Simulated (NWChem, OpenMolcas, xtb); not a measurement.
# How methods differ on CO (carbon monoxide)

The species is CO (2 atoms), meant as a singlet with charge 0. SMILES: `[C-]#[O+]`. The shape is that of a PBE0-D4/def2-TZVP optimisation.

```xyz
2

C     0.4799   -0.1551    0.2472
O    -0.4799    0.1551   -0.2472
```

Each level gives the dipole moment (D). The values are calculated.

**The experiment to reproduce.** NIST CCCBDB gives the dipole moment of the gas as 0.11 D.

| level | kind | program | value (D) | computed − measured | CPU time |
| --- | --- | --- | --- | --- | --- |
| GFN2-xTB | semi-empirical | xtb | 0.62 | +0.51 | under 2 s |
| HF/aug-cc-pVTZ | Hartree–Fock | OpenMolcas | 0.24 | +0.13 | 7.8 s |
| SVWN5/aug-cc-pVTZ | LDA | OpenMolcas | 0.24 | +0.13 | 11 s |
| BLYP/aug-cc-pVTZ | GGA | NWChem | 0.20 | +0.09 | 16 s |
| M06-L/aug-cc-pVTZ | meta-GGA | NWChem | 0.19 | +0.08 | 20 s |
| M06-2X/aug-cc-pVTZ | hybrid meta-GGA | NWChem | 0.02 | -0.09 | 16 s |
| wB97X/aug-cc-pVTZ | range-separated hybrid | NWChem | 0.11 | 0.00 | 1.8 min |

Nearest: wB97X/aug-cc-pVTZ (0.00 D); farthest: GFN2-xTB (+0.51 D). The measured dipole is a vibrational average, so differences of a few hundredths of a debye mean little. Computed less measured by kind, in D (aug-cc-pVTZ rows): semi-empirical +0.51; Hartree–Fock +0.13; LDA +0.13; GGA +0.09; meta-GGA +0.08; global hybrid -0.09; range-separated hybrid +0.00. Magnitudes only: a small dipole may point the other way at some levels. Times are those of the runs behind each value, whatever else they computed, on shared processors of several kinds: orders of magnitude only.
